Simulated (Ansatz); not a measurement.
A run on NO (`[N]=O`) radical with other settings.

```yaml
crystal:
  periodic: [false, false, false]
  atoms:
    - {symbol: N, position_ang: [-0.483598, 0.177022, -0.243984]}
    - {symbol: O, position_ang: [0.483598, -0.177022, 0.243984]}
basis:
  gaussian: {orbitals: cc-pVDZ}
total_charge: 1
hamiltonian: {xc: {name: wB97M-V}}
output: {forces: true}
```

```sh
$ ansatz run in.yaml --threads 2 --pin off --events-out ev --progress --plain --max-ram 32768MiB --backend cpu
```

Output, abridged:

```
Functional definition: wB97M-V
267 factors; integrals over basis functions are off by at most 1.1e-3 eV
55 factors; integrals over basis functions are off by at most 1.8e-5 eV
mean field evaluation 1: about -3520.5367 eV, gradient 4.9e1 eV
mean field evaluation 2: about -3509.2095 eV, gradient 9.7e1 eV
mean field evaluation 4: about -3524.3016 eV, gradient 7.6e-1 eV
mean field evaluation 8: about -3524.3028 eV, gradient 2.0e-3 eV
mean field -3524.30278705 eV, -129.5157385659 hartree, gradient 4.1e-5 eV, S^2 0.000000; 0 other end points of the search recorded, 0 dependent functions left out
reference -3524.30279706 eV, -129.5157389338 hartree; 7, 7 occupied and 21, 21 virtual orbitals, 267 factors
Total energy: -3524.30279706 eV, -129.5157389338 hartree
Atom 0 at    -0.483598     0.177022    -0.243984 Å, force     8.627382    -3.158070     4.352671 eV/Å
Atom 1 at     0.483598    -0.177022     0.243984 Å, force    -8.627382     3.158070    -4.352671 eV/Å
Dipole moment:    -0.115078     0.042125    -0.058059 e Å
```

Hardware: 2 threads of a server CPU on a shared host. Wall time 0.88 s, peak host memory 0.32 GiB.
